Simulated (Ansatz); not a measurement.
A run of Ansatz (development build ahead of 0.2.0) on triplet AlB at this shape:

```xyz
2

B     0.0000    0.0000   -1.0865
Al    0.0000    0.0000    1.0865
```

Its results:

```yaml
Converged: yes
Reference_energy: -266.38888 hartree
Correlation_energy: -0.10914 hartree
Total_energy: -266.49802 hartree
```

**Question.** Which input gives this output? Name the method, the orbitals and the basis set, and write the input.

**Answer.** ROHF-CCSD(T) in 6-31G.

```yaml
crystal:
  periodic: [false, false, false]
  atoms:
    - { symbol: B, position_ang: [0.0, 0.0, -1.0865] }
    - { symbol: Al, position_ang: [0.0, 0.0, 1.0865] }
basis:
  gaussian: { orbitals: "6-31G" }
magnetization:
  initial_magnetization: 2
hamiltonian:
  xc: hf
correlation:
  method: ccsd_t
  frozen_orbitals: { Al: 5, B: 1 }
```
